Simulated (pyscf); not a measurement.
Single points on ωB97X-D3(BJ)/def2-SVP structures (PySCF, gas phase). MP2 and CC: frozen core, UHF for open shells. ΔMP2 is the change of the MP2 total energy from the triple- to the quadruple-zeta basis.

Estimate by transition-state theory the rate constant of Cl–GaH₂ + H atom (H•) → hydrogen chloride (HCl) + GaH₂• (doublet surface; Cl–Ga broken, Cl–H formed) at 900 K, with CCSD(T)/def2-TZVPP + ΔMP2(QZVPP) energies (ideal gas, 1 atm, RRHO with modes under 100 cm⁻¹ raised to 100, one conformer, R ln 2 for rigid chiral ones; no tunnelling).

The electronic barrier is 16.6 kcal/mol and the thermal terms add +18.8, so ΔG‡ = 35.3 kcal/mol. With k_BT/h = 1.88e+13 s⁻¹ and RT = 1.788 kcal/mol, and a volume of 1.23e-19 cm³ per molecule at 1 atm, k = 6.0e-15 cm³ molecule⁻¹ s⁻¹. Wigner's tunnelling factor for 1564i cm⁻¹ would be 1.26. A shift of 1 kcal/mol in the barrier changes k by a factor 1.7. On the product side the descent ends in a complex, 6.4 kcal/mol under the separated species and 17.4 kcal/mol under the saddle at ωB97X-D3(BJ)/def2-TZVP. At ωB97X-D3(BJ) the barrier from the zero used here is 19.1 kcal/mol. This is the saddle that the search found; another between the same sides may lie lower. The angle at the transferred Cl is 139°. The CCSD(T) − MP2 part came from Ansatz, without density fitting, on the same reference. The frozen core leaves the outer d or s,p core shells of the metals and heavy elements correlated in the MP2 and CC values, and def2-TZVPP describes them poorly, which can shift differences by a few kcal/mol. Elements up to Kr have no core potential and no relativistic terms here.
